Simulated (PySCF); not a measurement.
Species: BFH₅N.
SMILES with atom numbers: `[NH3+:1][BH2-:2][F:3]` (hydrogens: H4, H5, H6 on N1; H7, H8 on B2)

The closed-shell ground state was solved at several levels (PySCF, density fitting, gas phase, non-relativistic). Geometry: PBE0-D3(BJ)/def2-SVP; no solvent, vibrations or thermal averaging.

| level | basis functions | total energy (Eh) | HOMO (eV) | LUMO (eV) | gap (eV) | dipole (D) |
| --- | --- | --- | --- | --- | --- | --- |
| PBE0/aug-cc-pVTZ | 253 | -182.3903 | -7.48 | -0.82 | 6.66 | 5.57 |
| HF/pcSseg-2 | 178 | -181.6163 | -11.17 | 1.87 | 13.04 | 5.82 |
| PBE/pcSseg-2 | 178 | -182.3829 | -5.98 | -1.14 | 4.84 | 5.57 |
| B97-2/pcJ-1 | 131 | -182.4646 | -7.14 | 0.29 | 7.43 | 5.84 |
| B3LYP/6-31G* | 52 | -182.5071 | -6.77 | 0.80 | 7.57 | 5.76 |
| BHandHLYP/pcJ-1 | 131 | -182.4355 | -8.88 | 0.95 | 9.83 | 5.92 |
| HF/pcJ-1 | 131 | -181.5409 | -11.14 | 3.22 | 14.36 | 6.01 |
| B3LYP/pcSseg-2 | 178 | -182.6096 | -7.30 | -0.73 | 6.57 | 5.65 |

Task: Estimate the row for PBE0/cc-pVDZ, a basis of 67 functions; the other rows only guide the guess.

Result: Total energy -182.3187 Eh, HOMO -7.16 eV, LUMO 0.65 eV, gap 7.81 eV, dipole 5.80 D.

Task: Over all these levels, which gives the widest orbital gap and which the narrowest?

Result: HF/pcJ-1 (Hartree–Fock, all exact exchange) has the widest, 14.36 eV, and PBE/pcSseg-2 (GGA) the narrowest, 4.84 eV. Functional and basis both differ between the two, so the spread mixes both effects.

Task: In the pcSseg-2 basis, how does the gap go with the fixed share of exact exchange?

Result: PBE (0 %) 4.84 eV; B3LYP (20 %) 6.57 eV; HF (100 %) 13.04 eV. Each rise in the share widens the gap here.

Task: How far do the dipole and the HOMO energy spread over the levels?

Result: The dipole runs from 5.57 to 6.01 D (mean 5.77 D) and the HOMO from -11.17 to -5.98 eV.
